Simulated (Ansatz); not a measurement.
Input (CCSDT(Q)/aug-cc-pVDZ; Ansatz, a quantum-chemistry and plane-wave program):

Ansatz 0.2 input:
```yaml
crystal:
  periodic: [false, false, false]
  atoms:
    - {symbol: N, position_ang: [-0.00000000, -0.00000000, -1.20500663]}
    - {symbol: N, position_ang: [-0.00000000, -0.00000000, -0.06983899]}
    - {symbol: O, position_ang: [0.00000000, 0.00000000, 1.11548992]}
basis:
  gaussian:
    orbitals: aug-cc-pVDZ
total_charge: 1
magnetization: {spin_polarized: true, initial_magnetization: 1}
correlation: {method: ccsdt_q, electrons: outside_noble_gas}
```

Output:

```
Functional definition: HF
integrals: 0.11 GiB planned
1105 factors; integrals over basis functions are off by at most 2.4e-7 eV
mean field: 0.18 GiB planned
mean field evaluation 1: about -4985.5103 eV, gradient 1.8e1 eV
mean field evaluation 2: about -4985.5170 eV, gradient 1.8e1 eV
mean field evaluation 4: about -4987.3972 eV, gradient 4.2e0 eV
mean field evaluation 8: about -4987.8004 eV, gradient 4.9e-1 eV
mean field evaluation 16: about -4987.8475 eV, gradient 8.3e-5 eV
mean field evaluation 32: about -4987.7790 eV, gradient 3.7e0 eV
mean field evaluation 64: about -4976.1842 eV, gradient 3.5e1 eV
mean field evaluation 96: about -4987.8475 eV, gradient 8.9e-4 eV
mean field -4987.84751851 eV, -183.3000154209 hartree, gradient 3.0e-6 eV, S^2 1.009535; 2 other end points of the search recorded, 0 dependent functions left out
3 core orbitals not correlated
reference -4987.84751851 eV, -183.3000154209 hartree; 8, 7 occupied and 58, 59 virtual orbitals, 1105 factors
second order -12.08394881 eV of doubles, -0.00000000 eV of singles
coupled cluster: 2.31 GiB planned
cycle   1  -12.10205626 eV  change   -1.8e-2 eV  update   1.4e-1
cycle   2  -12.95533589 eV  change   -8.5e-1 eV  update   7.6e-2
cycle   3  -13.69640227 eV  change   -7.4e-1 eV  update   5.2e-2
cycle   4  -13.77371000 eV  change   -7.7e-2 eV  update   2.6e-2
cycle   5  -13.68836048 eV  change    8.5e-2 eV  update   1.4e-2
cycle   6  -13.72020932 eV  change   -3.2e-2 eV  update   4.7e-3
cycle   7  -13.73427385 eV  change   -1.4e-2 eV  update   3.0e-3
cycle   8  -13.72843023 eV  change    5.8e-3 eV  update   1.5e-3
cycle   9  -13.72690610 eV  change    1.5e-3 eV  update   9.9e-4
cycle  10  -13.72935437 eV  change   -2.4e-3 eV  update   5.4e-4
cycle  11  -13.72874440 eV  change    6.1e-4 eV  update   3.0e-4
cycle  12  -13.72930473 eV  change   -5.6e-4 eV  update   1.5e-4
cycle  13  -13.72942075 eV  change   -1.2e-4 eV  update   7.9e-5
cycle  14  -13.72936898 eV  change    5.2e-5 eV  update   4.0e-5
cycle  15  -13.72940117 eV  change   -3.2e-5 eV  update   2.2e-5
cycle  16  -13.72944176 eV  change   -4.1e-5 eV  update   1.3e-5
cycle  17  -13.72944177 eV  change   -1.5e-8 eV  update   7.5e-6
cycle  18  -13.72944014 eV  change    1.6e-6 eV  update   4.1e-6
cycle  19  -13.72943509 eV  change    5.1e-6 eV  update   2.2e-6
cycle  20  -13.72943089 eV  change    4.2e-6 eV  update   1.3e-6
cycle  21  -13.72943140 eV  change   -5.1e-7 eV  update   7.8e-7
cycle  22  -13.72943262 eV  change   -1.2e-6 eV  update   4.3e-7
cycle  23  -13.72943331 eV  change   -6.8e-7 eV  update   2.9e-7
coupled cluster: 2.32 GiB planned
perturbative correction -0.08384620 eV, -0.0030812911 hartree
Total energy: -5001.66079802 eV, -183.8076440798 hartree
```

The determinant is spin-contaminated: <S^2> is 1.01, 0.26 over the pure value.
